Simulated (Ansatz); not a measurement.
Compare A (`COCC=S`) with its isomer B (`C=C(O)SC`).

Computed with Ansatz on PBE0-D4/def2-TZVP structures; ΔE is electronic, products minus reactants. CCSD(T)/CBS is the MP2 limit (def2-TZVPP, def2-QZVPP) plus CCSD(T) − MP2 in def2-TZVPP, frozen cores. DFT in def2-TZVPP. B3LYP here is the variant with VWN-RPA as its local correlation; programs differ in this. Each species was taken in one conformer, which may not be the lowest.

Task: Which isomer does CCSD(T)/CBS put lower? Give the gap. (An estimate is asked.)

Result: The calculation gave: B, by 62.1 kJ/mol.

Task: Give E(B) − E(A) in kJ/mol with ωB97M-V, r2SCAN-D4, PBE-D4, CCSD(T)/def2-TZVPP, B2PLYP, B3LYP-D4, CCSD/def2-TZVPP. (Estimate.)

Result: Ansatz gave: ωB97M-V -65.3, r2SCAN-D4 -71.2, PBE-D4 -72.4, CCSD(T)/def2-TZVPP -55.2, B2PLYP -59.2, B3LYP-D4 -63.2, CCSD/def2-TZVPP -54.2. None reverses the order clearly.

Largest T1 diagnostic: 0.014.

In def2-TZVPP, CCSD(T) changes the Hartree–Fock value by −6.9 kJ/mol (the triples alone add −1.0 kJ/mol) and MP2 by −14.8 kJ/mol.
